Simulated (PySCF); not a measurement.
Gas-phase reaction: c-Si₃H₆ + 3 SiHCl₃ ⇌ 3 H₃SiSiCl₃

Energies from PySCF (xtb for GFN2), thermal terms from the rigid-rotor harmonic-oscillator model, ideal gas at 1 bar. † marks an energy on the PBE0/def2-TZVP geometry and frequencies; other levels use their own. MP2 freezes the core. All species are closed-shell singlets. c-Si₃H₆, H₃SiSiCl₃: computed as isolated molecules; such fragments, hydroxides, amides, oligomers or adducts are transient or little studied in the gas. MP2 isn't extrapolated to the basis-set limit; its ΔH°(298 K) is -130.4 kJ in def2-SVP and -137.3 kJ in def2-TZVPP. The harmonic model lacks anharmonicity and excited electronic states, which grow with temperature; levels with a mode under 35 cm⁻¹ are left out. Internal rotation in H₃SiSiCl₃ is treated as a harmonic vibration of one conformer, which makes the entropy rough.

```json
[
 {"level": "GFN2-xTB", "ΔE electronic, kJ": "-204", "ΔH°(298 K), kJ": "-194", "ΔS°(298 K), J/K": "-96", "ΔG°(1200 K), kJ": "-90"},
 {"level": "MP2/def2-SVP†", "ΔE electronic, kJ": "-135", "ΔH°(298 K), kJ": "-130", "ΔS°(298 K), J/K": "-121", "ΔG°(1200 K), kJ": "2"},
 {"level": "PBE0/def2-QZVP†", "ΔE electronic, kJ": "-130", "ΔH°(298 K), kJ": "-125", "ΔS°(298 K), J/K": "-121", "ΔG°(1200 K), kJ": "8"},
 {"level": "PBE0/def2-SVP†", "ΔE electronic, kJ": "-139", "ΔH°(298 K), kJ": "-134", "ΔS°(298 K), J/K": "-121", "ΔG°(1200 K), kJ": "-1"},
 {"level": "ωB97X-V/def2-TZVP†", "ΔE electronic, kJ": "-149", "ΔH°(298 K), kJ": "-144", "ΔS°(298 K), J/K": "-121", "ΔG°(1200 K), kJ": "-11"}
]
```
ΔH° is lowest at GFN2-xTB and highest at PBE0/def2-QZVP†. No reference value is set beside these.
